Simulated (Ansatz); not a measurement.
Hematite (α-Fe2O3), treated with LDA in Ansatz (hard PAW).

Numerical settings: plane-wave cutoff 930 eV, 10×10×10 k mesh, Fermi–Dirac smearing 0.05 eV, magnetic order afm++--, spin-polarised with opposed moments.

Cell (relaxed at this level):

```cif
data_Fe12O18
_chemical_formula_sum 'Fe12 O18'
_space_group_name_H-M_alt 'R-3c :H'
_space_group_IT_number 167
_space_group_name_Hall '-R 3 2"c'
_cell_length_a 4.68918
_cell_length_b 4.68918
_cell_length_c 12.85636
_cell_angle_alpha 90.000
_cell_angle_beta 90.000
_cell_angle_gamma 120.000
loop_
_atom_site_label
_atom_site_type_symbol
_atom_site_symmetry_multiplicity
_atom_site_Wyckoff_symbol
_atom_site_fract_x
_atom_site_fract_y
_atom_site_fract_z
_atom_site_occupancy
Fe1 Fe 12 c 0.00000 0.00000 0.15467 1
O1 O 18 e 0.31486 0.31486 0.25000 1
```
(The calculation used a cell of 10 atoms; values per cell refer to that cell.)

### Question
Estimate the magnetic moment (largest site, within a sphere) that the calculation returns.

### Answer

magnetic moment (largest site, within a sphere): 0.74 μB

The run finds no gap.

Moments are spin moments.

Static lattice: no zero-point or thermal effects.

Ansatz is a quantum-chemistry and plane-wave program.
